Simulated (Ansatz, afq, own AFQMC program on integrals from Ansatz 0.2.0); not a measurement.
GeH$_{5}$O, doublet: AFQMC among the cluster methods

```xyz
7

Ge   -0.5311    0.0101    0.0000
H    -1.0425    1.4567    0.0000
H    -1.0425   -0.7132    1.2528
H    -1.0425   -0.7132   -1.2528
H     1.1119    0.0101    0.0000
O     2.3729    0.0101    0.0000
H     2.6248   -0.9298    0.0000
```

Basis cc-pVDZ. Noble-gas cores (and the filled d shells of Ga–Kr and In–Xe) are frozen. Ansatz 0.2.0 and our own AFQMC program on the same integrals; the CISD trial comes from CCSD amplitudes, and released means the phaseless constraint is let go. Uncertainties: one standard error, sampling alone. No spin–orbit coupling.

Determinant: UHF, the one that the program's search chose, which needn't be the lowest solution. The geometry is a point of a scan.

No full CI on the walks' own integrals is used here; CCSDT(Q) serves as the reference and is uncertain by about the last step of the cluster series.

Cautions: no relativity below Rb; no spin-orbit coupling; inner d shell frozen.

The T1 diagnostic is 0.0222, the weight of the determinant in the CISD state is 0.864 and the ⟨S²⟩ of the determinant is 0.789. The size of the correlated space is 15 electrons in 51 orbitals.

```csv
level,correlation energy (eV)
MP2,-8.0051
CCSD,-9.1368
CCSD(T),-9.3221
```

Question: Estimate where phaseless AFQMC with a CISD trial lies against CCSD(T) on the same integrals.

Answer: 0.77 ± 0.08 kcal/mol below CCSD(T).

Reference: CCSDT(Q), correlation energy -9.368 eV. The released energy is read at 1.50 1/Eh (meV from the phaseless value at times in 1/Eh: -6 ± 4 at 0.24, -6 ± 4 at 0.51, -9 ± 3 at 0.99, -11 ± 6 at 1.50).

```json
{"level": "CCSD(T)", "E − E(reference) (kcal/mol)": "1.07", "share of correlation (%)": "99.51"}
{"level": "CCSDT", "E − E(reference) (kcal/mol)": "0.43", "share of correlation (%)": "99.80"}
{"level": "ph-AFQMC/CISD", "E − E(reference) (kcal/mol)": "0.30 ± 0.08", "share of correlation (%)": "99.86"}
{"level": "released AFQMC", "E − E(reference) (kcal/mol)": "0.05 ± 0.13", "share of correlation (%)": "99.97"}
```

A walk keeps the symmetry of its determinant, which the program's search chose and which needn't be the lowest solution, so a lower state of the same spin and another symmetry isn't excluded. Released energies are given only where the last usable release times agree within the noise; a slower fall can still hide under it.
